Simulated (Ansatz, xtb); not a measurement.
Species: CH3O, net charge -1, singlet state. It need not be the lowest isomer of its formula. Whether it binds its extra electron was not tested at this geometry. SMILES: C[O-]
Coordinates optimised at B3LYP-D3(BJ)/def2-TZVP (Ansatz, an electronic-structure program):
```
C
O 1 1.3204
H 1 1.1462 2 116.58
H 1 1.1462 3 101.52 2 127.77
H 1 1.1462 3 101.52 4 104.45
```
Charge -1, spin multiplicity 1.

Harmonic wavenumbers from GFN2-xTB (xtb, at its own minimum), cm⁻¹: 1182, 1182, 1207, 1487, 1487, 1506, 2066, 2069, 2367.

Q: Give the harmonic wavenumbers at B3LYP-D3(BJ)/def2-TZVP (Ansatz, finite differences of forces, unscaled).

A: 1185, 1185, 1195, 1412, 1412, 1505, 2358, 2358, 2535 cm⁻¹. Zero-point energy 21.7 kcal/mol.

Q: From these and the geometry, give the ideal-gas thermochemistry at 298.15 K and 1 atm (rigid rotor, harmonic oscillator).

A: Point group C3v, rotational symmetry number 3. Rotational constants 159, 28.18, 28.18 GHz. S(trans) 36.23, S(rot) 16.30, S(vib) 0.18, S(elec, spin only) 0.00, S 52.7 cal/(mol K). H(298) - H(0) 2.42 kcal/mol; G - E(el) 8.4 kcal/mol.
